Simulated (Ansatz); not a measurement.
`CB[SiH3]` + `[SiH3]`• → `C[B][SiH3]`• + SiH₄  (hydrogen abstraction from a B–H bond)

Program: Ansatz. Geometries: PBE0-D4/def2-TZVP. ΔE: electronic, gas phase. CCSD(T)/CBS adds triple-zeta CCSD(T) − MP2 to the extrapolated MP2 energy (def2 sets, frozen cores). This one scheme is used for every species. Functionals use def2-TZVPP. Open shells (•) are unrestricted, without spin–orbit coupling.

| level | ΔE (kJ/mol) | difference from CCSD(T)/CBS |
| --- | --- | --- |
| LDA (SPW92) | 36.2 | 2.8 |
| r2SCAN-D4 | 30.8 | -2.6 |
| CAM-B3LYP-D4 | 33.2 | -0.2 |
| B2PLYP | 33.9 | 0.5 |
| PBE | 34.6 | 1.2 |
| r2SCANh | 31.1 | -2.3 |
| BHLYP | 31.6 | -1.8 |
| HF/def2-QZVPP | 28.4 | -5.0 |
| MP2/def2-QZVPP | 37.6 | 4.2 |
| HF/CBS(def2) | 28.4 | -5.0 |
| CCSD(T)/CBS | 33.4 | 0 |

(1) What do rigid-rotor, harmonic-oscillator terms from PBE0-D4/def2-TZVP frequencies (298.15 K, 1 bar) make of the CCSD(T)/CBS value? (Estimate.)

Largest T1 diagnostic among the species: 0.015.

## Answers

(1) Ansatz gave: ΔZPE = -0.8 kJ/mol, ΔH = +32.3 kJ/mol, ΔS = -10 J/(mol·K), ΔG = +35.3 kJ/mol. Open shells count their whole term as degenerate.

At CCSD(T), def2-SVP lies +6.1 kJ/mol from the extrapolated value and def2-TZVPP +1.9 kJ/mol. Leaving LDA and LC-ωPBE aside and taking each functional with its dispersion term where it has one, the values, not all of them listed here, spread over 5.4 kJ/mol, from B97M-V to PBE-QIDH.
